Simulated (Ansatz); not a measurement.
The inner images of a band of C4H9N (14 atoms, charge 0, multiplicity 1) are given out of order.

Theory: RKS PBE0-D4/def2-SVP in Ansatz.

Initial state:

```xyz
14
Properties=species:S:1:pos:R:3
N -0.076 0.916 1.980
C -0.087 1.064 0.539
C -0.477 -0.167 -0.249
C 0.544 -1.235 -0.516
C 0.037 -0.379 -1.640
H 0.514 0.126 2.238
H -1.009 0.681 2.314
H -0.764 1.896 0.280
H 0.917 1.387 0.211
H -1.499 -0.518 -0.055
H 1.566 -1.061 -0.163
H 0.233 -2.283 -0.478
H -0.626 -0.831 -2.382
H 0.714 0.377 -2.051
```

Final state:

```xyz
14
Properties=species:S:1:pos:R:3
N -0.368 0.692 1.957
C -0.132 0.984 0.558
C -0.529 -0.185 -0.302
C 0.454 -1.294 -0.553
C 0.068 -0.361 -1.663
H -0.101 1.481 2.542
H 0.210 -0.095 2.248
H -0.744 1.860 0.279
H 0.919 1.255 0.309
H -1.574 -0.486 -0.175
H 1.458 -1.191 -0.130
H 0.085 -2.323 -0.582
H -0.570 -0.740 -2.465
H 0.810 0.373 -1.993
```

Question: Put them in order from the first end to the last, with their energies above the first end.
A.
```xyz
14
Properties=species:S:1:pos:R:3
N -0.158 0.894 1.976
C -0.143 1.078 0.533
C -0.519 -0.139 -0.281
C 0.459 -1.258 -0.483
C 0.076 -0.374 -1.636
H 0.765 0.644 2.318
H -0.767 0.119 2.229
H -0.827 1.902 0.255
H 0.862 1.416 0.229
H -1.568 -0.439 -0.164
H 1.461 -1.144 -0.057
H 0.086 -2.285 -0.473
H -0.558 -0.789 -2.424
H 0.817 0.346 -1.996
```
B.
```xyz
14
Properties=species:S:1:pos:R:3
N -0.084 0.914 1.972
C -0.130 1.079 0.532
C -0.504 -0.147 -0.271
C 0.490 -1.249 -0.485
C 0.073 -0.379 -1.635
H 0.711 0.332 2.229
H -0.909 0.409 2.294
H -0.838 1.891 0.288
H 0.858 1.441 0.198
H -1.545 -0.467 -0.133
H 1.499 -1.115 -0.079
H 0.136 -2.283 -0.461
H -0.565 -0.809 -2.412
H 0.796 0.353 -2.009
```
C.
```xyz
14
Properties=species:S:1:pos:R:3
N -0.350 0.723 1.946
C -0.141 1.023 0.543
C -0.546 -0.152 -0.304
C 0.441 -1.268 -0.511
C 0.067 -0.367 -1.652
H 0.186 1.354 2.538
H -0.007 -0.216 2.144
H -0.749 1.903 0.266
H 0.909 1.282 0.279
H -1.593 -0.449 -0.183
H 1.440 -1.146 -0.077
H 0.080 -2.299 -0.516
H -0.561 -0.774 -2.449
H 0.811 0.357 -1.997
```
D.
```xyz
14
Properties=species:S:1:pos:R:3
N -0.235 0.844 1.972
C -0.136 1.068 0.535
C -0.535 -0.131 -0.288
C 0.433 -1.261 -0.486
C 0.066 -0.369 -1.638
H 0.671 0.941 2.421
H -0.541 -0.107 2.160
H -0.774 1.922 0.238
H 0.893 1.354 0.249
H -1.589 -0.417 -0.174
H 1.433 -1.155 -0.054
H 0.053 -2.286 -0.483
H -0.569 -0.776 -2.430
H 0.817 0.343 -1.993
```
E.
```xyz
14
Properties=species:S:1:pos:R:3
N -0.306 0.784 1.957
C -0.139 1.050 0.536
C -0.546 -0.137 -0.295
C 0.435 -1.260 -0.492
C 0.064 -0.368 -1.642
H 0.463 1.176 2.495
H -0.284 -0.219 2.124
H -0.755 1.921 0.243
H 0.903 1.311 0.261
H -1.596 -0.430 -0.178
H 1.434 -1.141 -0.058
H 0.068 -2.289 -0.491
H -0.565 -0.778 -2.436
H 0.810 0.351 -1.993
```

Answer: B (+0.6 kcal/mol), A (+2.3 kcal/mol), D (+3.4 kcal/mol), E (+2.5 kcal/mol), C (+1.0 kcal/mol).

Time of the run: 81 s on 2 threads of Intel(R) Xeon(R) Platinum 8488C (Sapphire Rapids), on a shared host, peak memory 0.28 GiB.
